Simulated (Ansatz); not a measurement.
# SiH5 (doublet): from Hartree-Fock to the top rungs at distance H1–H2 along a hydrogen transfer = 0.745 Å, cc-pVDZ

How much of the correlation energy of SiH5 (doublet) does each wave-function method recover here?

Program: Ansatz 0.2.0, Gaussian basis. Level of theory: cc-pVDZ, core rule «outside noble gas», up to 5 orbitals frozen. These are calculated values, not measurements.

Plan: UHF; CCSD(T) on ROHF; CCSD(T) on UHF; BCCD(T) on ROHF; CISD; CCSDT(Q) on ROHF; CCSDT(Q) on UHF; CASSCF and MRCISD+Q, 3 electrons in 3 orbitals; CASSCF and NEVPT2, 3 electrons in 3 orbitals; CASSCF and MRCISD+Q, 9 electrons in 9 orbitals; CASSCF and NEVPT2, 9 electrons in 9 orbitals.

6 further runs of the same task are left out: 1 for a mislabelled method, 4 that didn't finish, 1 set aside as unsound or not needed.

### Step 1. What is computed

The geometry derives from fragments relaxed apart (PBE0/def2-TZVP) and kept rigid, so it is no stationary point. A hydrogen atom is moved between rigid fragments.

6 atoms, charge 0, spin multiplicity 2.

Atoms are counted from 1 here; the program's logs count them from 0.

Bond lengths: H1–H2 0.745 Å, Si3–H4 1.486 Å, Si3–H5 1.486 Å, Si3–H6 1.486 Å. Angles: H4–Si3–H5 111.3°, H4–Si3–H6 111.3°, H5–Si3–H6 111.3°.

### Step 2. UHF

The input, in.yaml:

```yaml
crystal:
  periodic: [false, false, false]
  atoms:
    - {symbol: H, position_ang: [-2.723399, 0.000000, -0.000001]}
    - {symbol: H, position_ang: [-1.978399, 0.000000, -0.000001]}
    - {symbol: Si, position_ang: [0.108601, 0.000000, 0.000000]}
    - {symbol: H, position_ang: [0.558574, -1.416253, 0.000000]}
    - {symbol: H, position_ang: [0.558575, 0.708126, -1.226511]}
    - {symbol: H, position_ang: [0.558574, 0.708127, 1.226511]}
basis:
  gaussian: {orbitals: cc-pVDZ}
magnetization: {spin_polarized: true, initial_magnetization: 1}
hamiltonian: {xc: hf}
output: {orbitals: {seedname: orbitals}}
```

Started as:

```console
$ ansatz run in.yaml --threads 1 --pin off --events-out ev --progress --plain --max-ram 2393MiB
```

After this run come: CCSD(T) on ROHF; CCSD(T) on UHF; BCCD(T) on ROHF; CISD; CCSDT(Q) on ROHF; CCSDT(Q) on UHF; CASSCF and MRCISD+Q, 3 electrons in 3 orbitals; CASSCF and NEVPT2, 3 electrons in 3 orbitals; CASSCF and MRCISD+Q, 9 electrons in 9 orbitals; CASSCF and NEVPT2, 9 electrons in 9 orbitals.

Before running them: what should the planned runs give, taken together? Wanted: UCCSDT(Q) below the RHF energy; RMP2 from UCCSDT(Q); UMP2 from UCCSDT(Q); RCCSD from UCCSDT(Q); RCCSD(T) from UCCSDT(Q); UCCSD(T) from UCCSDT(Q); RCCSDT(Q) from UCCSDT(Q); NEVPT2 pair from UCCSDT(Q); NEVPT2 valence from UCCSDT(Q).

**Answer**, as computed:

```
                         quantity                                                                     value
   UCCSDT(Q) below the RHF energy                                                                -4.5352 eV
              RMP2 from UCCSDT(Q)                                                           +24.23 kcal/mol
              UMP2 from UCCSDT(Q)                                                           +24.12 kcal/mol
             RCCSD from UCCSDT(Q)                                                            +2.15 kcal/mol
          RCCSD(T) from UCCSDT(Q)                                                            +0.48 kcal/mol
          UCCSD(T) from UCCSDT(Q)                                                            +0.48 kcal/mol
         RCCSDT(Q) from UCCSDT(Q)                                                            +0.01 kcal/mol
       NEVPT2 pair from UCCSDT(Q)                                                           +23.28 kcal/mol
    NEVPT2 valence from UCCSDT(Q)                                                           +20.98 kcal/mol
  MRCISD+Q valence from UCCSDT(Q)                                                            +0.35 kcal/mol
levels within 1 kcal/mol (43 meV)  RCCSD(T), UCCSD(T), BCCD(T), RCCSDT, UCCSDT, RCCSDT(Q), MRCISD+Q valence
                    T1 diagnostic                                                                     0.018
   effectively unpaired electrons                                                                      1.02
```

In words: RCCSD(T) misses by +0.48 kcal/mol, 0.5 % of the correlation energy. One determinant dominates. Of the multireference levels listed MRCISD+Q valence comes nearest in total energy (+0.35 kcal/mol), which doesn't show that its space is the better one. These misses are within one basis, not against nature; the frozen cores of restricted and unrestricted runs differ, which can shift their rows.
